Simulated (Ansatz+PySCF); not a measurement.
A calculation with PySCF 2.14.0.

```python
from pyscf import gto, scf, cc

mol = gto.M(atom="""
C 0.000000 0.000000 0.000000
C 1.004530 0.000000 1.517670
C -1.004530 0.000000 1.517670
""", basis='6-31g', charge=1, spin=1)
mf = scf.UHF(mol)
mf.kernel()
mycc = cc.CCSD(mf, frozen=3).run()
et = mycc.ccsd_t()
print(mf.e_tot, mycc.e_corr, et, mycc.e_tot + et)
```

The script is written out from the run's settings.

Results

```json
{
 "Converged": "yes",
 "Reference energy": "-112.64840 hartree",
 "CCSD correlation energy": "-0.32219 hartree",
 "Triples correction": "-0.03998 hartree",
 "Total energy": "-113.01056 hartree",
 "Spin squared of the determinant": "0.942"
}
```

The reference isn't the lowest determinant (another lies 2.72 eV lower), but the same method gives a higher total on the lower determinant. Caution: large share of triples, a single reference is doubtful; the unrestricted determinant is spin contaminated; another reference gives a lower total.
